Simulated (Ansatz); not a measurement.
Abridged output of a molecular run in Ansatz:

```
Functional definition: HF
1518 factors; integrals over basis functions are off by at most 1.1e-3 eV
mean field evaluation 1: about -10603.0363 eV, gradient 4.0e1 eV
mean field evaluation 2: about -10603.3480 eV, gradient 4.0e1 eV
mean field evaluation 4: about -10606.6089 eV, gradient 4.7e0 eV
mean field evaluation 8: about -10606.6695 eV, gradient 3.6e-1 eV
mean field -10606.66983208 eV, -389.7879268699 hartree, gradient 1.9e-6 eV, S^2 0.000000; 0 other end points of the search recorded, 0 dependent functions left out
6 core orbitals not correlated: weight in the atoms' cores, before any rotation towards them, 1.000 or more for the frozen orbitals, at most 0.000 for the correlated occupied ones
reference -10606.66983208 eV, -389.7879268699 hartree; 18, 18 occupied and 218, 218 virtual orbitals, 1518 factors
second order -33.16582630 eV of doubles, -0.00000000 eV of singles
cycle   1  -32.85304498 eV  change    3.1e-1 eV  update   1.2e-1
cycle   2  -33.58314429 eV  change   -7.3e-1 eV  update   3.4e-2
cycle   3  -33.75018411 eV  change   -1.7e-1 eV  update   1.6e-2
cycle   4  -33.73207669 eV  change    1.8e-2 eV  update   3.2e-3
cycle   5  -33.73129113 eV  change    7.9e-4 eV  update   1.4e-3
cycle   6  -33.73273260 eV  change   -1.4e-3 eV  update   4.1e-4
cycle   7  -33.73255929 eV  change    1.7e-4 eV  update   1.7e-4
cycle   8  -33.73244243 eV  change    1.2e-4 eV  update   5.0e-5
cycle   9  -33.73245077 eV  change   -8.3e-6 eV  update   1.6e-5
perturbative correction -1.24664189 eV, -0.0458132444 hartree
Total energy: -10641.64892474 eV, -391.0733848155 hartree
```

Its atoms:

```xyz
10

F    -0.566    2.068   -0.211
C     0.009    1.100    0.548
F    -0.904    0.683    1.452
C     0.444   -0.023   -0.351
C    -0.309   -1.267   -0.439
O     0.903   -1.184    0.300
H     0.846    1.546    1.097
H     1.038    0.311   -1.200
H    -0.254   -1.847   -1.355
H    -1.206   -1.388    0.159
```

Q: Which basis set was used?
A. cc-pV(Q+d)Z
B. def2-QZVPP
C. def2-TZVPPD
D. def2-TZVPP

A: D. It gives 242 functions.

Q: Write the keys of the input that set method, charge and spin (a neutral closed shell needs none for the last two).

A: 
```yaml
correlation: {method: ccsd_t}
```
